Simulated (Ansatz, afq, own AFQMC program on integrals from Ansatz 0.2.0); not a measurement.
Where AFQMC and coupled cluster stand for CuSiH$_{3}$, singlet

| atom | x (Å) | y (Å) | z (Å) |
| --- | --- | --- | --- |
| Cu | -1.2061 | 0.0071 | 0.0082 |
| Si | 2.4097 | -0.0141 | -0.0164 |
| H | 2.9577 | -1.4021 | -0.0154 |
| H | 2.9780 | 0.6792 | 1.1766 |
| H | 2.9616 | 0.6709 | -1.2219 |

Connectivity, by distances: Cu ··· SiH3.

Basis def2-SVP. Noble-gas cores (and the filled d shells of Ga–Kr and In–Xe) are frozen. AFQMC by an in-house program on the Cholesky factors that Ansatz 0.2.0 writes for its CCSD(T) run. ph-AFQMC/CISD is guided by a CISD state made of CCSD amplitudes; releasing the constraint for a short imaginary time cuts its bias at the price of noise, slowly where states lie close. Error bars are statistical, one sigma. The metal's outer-core s and p shells are frozen, which shifts wave-function levels against functionals.

Determinant: RHF, the one that the program's search chose, which needn't be the lowest solution. The geometry is a point of a scan.

No full CI on the walks' own integrals is used here; CCSDT(Q) serves as the reference and is uncertain by about the last step of the cluster series.

Cautions: no relativity below Rb; outer-core shells of the metal frozen; higher spins were not checked; restricted determinant unstable towards unrestricted (UHF 491 meV lower, ⟨S²⟩ 0.77).

```
T1 diagnostic                               : 0.0273
weight of the determinant in the CISD state : 0.812
size of the correlated space                : 18 electrons in 50 orbitals
```

Reference: CCSDT(Q), correlation energy -11.379 eV. The released energy is read at 1.00 1/Eh (meV from the phaseless value at times in 1/Eh: -11 ± 11 at 0.24, -4 ± 14 at 0.50, -9 ± 14 at 1.00).

```
         level  E − E(reference) (meV)  share of correlation (%)
            HF                 11378.8                      0.00
           MP2                   493.6                     95.66
          CCSD                   459.6                     95.96
       CCSD(T)                   -18.2                    100.16
         CCSDT                   -22.3                    100.20
 ph-AFQMC/CISD              39.8 ± 8.6                     99.65
released AFQMC             30.7 ± 14.2                     99.73
```

A walk keeps the symmetry of its determinant, which the program's search chose and which needn't be the lowest solution, so a lower state of the same spin and another symmetry isn't excluded. Released energies are given only where the last usable release times agree within the noise; a slower fall can still hide under it.
